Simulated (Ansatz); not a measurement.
# C₄H₈O: up Jacob's ladder to CCSD(T)

The task here is to estimate one member of a computed series from the others.

The runs use Ansatz 0.2.0, Gaussian basis; functionals in def2-TZVPP, the program's frozen cores in correlated methods.

Plan: PBE-D4, r2SCAN-D4, PBE0-D4, B3LYP-D4, ωB97X-V, ωB97M-V, B2PLYP; CCSD(T)/def2-TZVPP; MP2/def2-QZVPP; extrapolation to the limit.

## Structure used throughout

An earlier PBE0-D4 in a triple-zeta def2 set relaxation fixed the geometry.

SMILES `OCC1CC1`, 13 atoms, charge 0, spin multiplicity 1.

Atoms are counted from 1 here; the program's logs count them from 0.

Bond lengths: O1–C2 1.412 Å, O1–H6 0.961 Å, C2–C3 1.498 Å, C2–H7 1.093 Å, C2–H8 1.101 Å, C3–C4 1.495 Å, C3–C5 1.502 Å, C3–H9 1.085 Å, C4–C5 1.498 Å, C4–H10 1.082 Å, C4–H11 1.084 Å, C5–H12 1.085 Å, C5–H13 1.083 Å. Angles: C2–O1–H6 107.5°, O1–C2–C3 112.8°, O1–C2–H7 105.8°, O1–C2–H8 111.1°, C3–C2–H7 110.7°, C3–C2–H8 109.1°, H7–C2–H8 107.3°, C2–C3–C4 119.6°, C2–C3–C5 118.9°, C2–C3–H9 114.6°, C4–C3–C5 60.0°, C4–C3–H9 116.8°, C5–C3–H9 116.3°, C3–C4–C5 60.2°, C3–C4–H10 118.2°, C3–C4–H11 117.6°, C5–C4–H10 118.3°, C5–C4–H11 117.6° and more.

The first run:

Input file in.yaml:

```yaml
crystal:
  periodic: [false, false, false]
  atoms:
    - {symbol: O, position_ang: [-1.501382, -0.372812, 1.708774]}
    - {symbol: C, position_ang: [-0.516338, -0.894400, 0.842055]}
    - {symbol: C, position_ang: [0.424136, 0.154543, 0.333494]}
    - {symbol: C, position_ang: [1.105471, -0.039630, -0.983161]}
    - {symbol: C, position_ang: [0.016552, 0.980602, -0.852593]}
    - {symbol: H, position_ang: [-1.904356, 0.380667, 1.268095]}
    - {symbol: H, position_ang: [0.022660, -1.647084, 1.423451]}
    - {symbol: H, position_ang: [-0.976672, -1.410680, -0.014858]}
    - {symbol: H, position_ang: [0.989776, 0.666530, 1.105488]}
    - {symbol: H, position_ang: [2.125192, 0.307863, -1.088172]}
    - {symbol: H, position_ang: [0.882177, -0.944798, -1.535907]}
    - {symbol: H, position_ang: [-0.935624, 0.756259, -1.321521]}
    - {symbol: H, position_ang: [0.288808, 2.028240, -0.870245]}
basis:
  gaussian: {orbitals: def2-TZVPP}
hamiltonian: {xc: pbe, dispersion: d4}
output: {forces: true, orbitals: {seedname: orbitals}}
```

Started as:

```sh
$ ansatz run in.yaml --threads 4 --pin off --events-out ev --progress --plain --max-ram 10444MiB
```

Steps of the session up to this table: PBE-D4 (GGA); r2SCAN-D4 (meta-GGA); PBE0-D4 (hybrid); B3LYP-D4 (hybrid); ωB97X-V (range-separated); ωB97M-V (range-separated); B2PLYP (double hybrid); CCSD(T) in def2-TZVPP; MP2 in def2-QZVPP.

One of the session's tables, all rows but one given; the rest of the session is left out.

It belongs to the step «Atomisation energies». 

```
            method  atomisation energy (eV)
            PBE-D4                   55.454
         r2SCAN-D4                        ?
           PBE0-D4                   54.573
          B3LYP-D4                   54.049
           ωB97X-V                   54.229
           ωB97M-V                   54.291
            B2PLYP                   53.580
     HF/def2-TZVPP                   39.700
    MP2/def2-TZVPP                   53.743
   CCSD/def2-TZVPP                   52.104
CCSD(T)/def2-TZVPP                   52.852
           MP2/CBS                   54.979
       CCSD(T)/CBS                   54.088
```

Q: Estimate the row for r2SCAN-D4 from the others.

**Answer.** atomisation energy (eV): 54.279. In the column «atomisation energy (eV)» it lies between ωB97X-V (54.229) and ωB97M-V (54.291).

Caveats from the session: Free atoms (1 O, 4 C, 8 H) were run apart at each level; the atomisation energy is their sum less the molecule, without zero-point or spin-orbit terms.
